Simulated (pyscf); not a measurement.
A first-order saddle from PySCF, ωB97X-D3(BJ)/def2-SVP:

```
Mo
S 1 2.0780
N 1 2.0784 2 115.19
H 3 1.0206 1 115.48 2 150.06
H 3 1.0226 4 107.09 1 126.43
H 3 1.6275 4 123.09 5 131.71
S 6 1.4408 3 133.74 4 118.50
H 7 1.3473 6 93.47 3 -96.54
S 1 2.0895 2 111.71 7 -90.77
S 1 2.3462 2 106.10 9 -102.23
H 10 1.3492 1 97.51 2 -66.26
```
Charge 0, spin multiplicity 1.

Surface: singlet, charge 0. Lowest wavenumbers (cm⁻¹): 621i, 70, 108, 140, 154.

**Question.** Name the species on either side of this saddle.

**Answer.** S=Mo(=S)(SH)–SH (SMILES [S]=[Mo](=[S])([SH])[SH]) + NH₃ (SMILES N) ⇌ H₂N–Mo(=S)(=S)–SH (SMILES [NH2][Mo](=[S])(=[S])[SH]) + H₂S (SMILES S), a four-centre exchange read from left to right: Mo–S, H–N broken and Mo–N, H–S formed. At ωB97M-D3(BJ)/def2-TZVP it lies +22.1 kcal/mol from the left side and +16.5 kcal/mol from the right (each side as separated species at their lowest minima found). On the reactant side the descent ends in an adduct with a Mo–N contact (not fully relaxed), 14.8 kcal/mol under the separated species and 35.1 kcal/mol under the saddle at ωB97X-D3(BJ)/def2-TZVP. What is counted as formed (Mo–N) is already present as a longer contact in the reactant adduct; forming that adduct is a step of its own. This is the saddle that the search found; another between the same sides may lie lower. Elements past Kr carry the def2 core potentials, without spin-orbit coupling.
